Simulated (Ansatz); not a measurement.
System: rutile MnO2. Method: B3LYP (VWN-RPA form) in Ansatz (plane waves, PAW).

Run with plane-wave cutoff 460 eV, 6×6×8 k mesh (along the axes of the cell as run), Fermi–Dirac smearing 0.01 eV, spin-polarised with opposed moments, scalar-relativistic PAW data made under PBE.

Cell (measured lattice):

```xyz
6
Lattice="4.3983 0.0000 0.0000 0.0000 4.3983 0.0000 0.0000 0.0000 2.8730" Properties=species:S:1:pos:R:3 pbc="T T T"
Mn     0.0000     0.0000     0.0000
Mn     2.1991     2.1991     1.4365
O      1.3399     1.3399     0.0000
O      3.5391     0.8592     1.4365
O      0.8592     3.5391     1.4365
O      3.0584     3.0584     0.0000
```
Starting moments (μB, in the order of the record's atoms Mn Mn O O O O): 3.0 -3.0 0.0 0.0 0.0 0.0.

Q: Predict the band gap and magnetic moment (largest site, within a sphere).

A: 
* **band gap**: 2.05 eV (on the SCF k mesh) (direct)
* **magnetic moment (largest site, within a sphere)**: 2.49 μB

Note: the collinear magnetic order is the start's and need not be the measured one; cell and atoms aren't relaxed at this level (largest force component 0.09 eV/Å, pressure 1.4 GPa).

Moments are spin moments.

The computed numbers hold no vibrational or temperature effects.

Cost on a shared machine: very roughly 22 core-minutes.

Ansatz is a program for electronic structure.
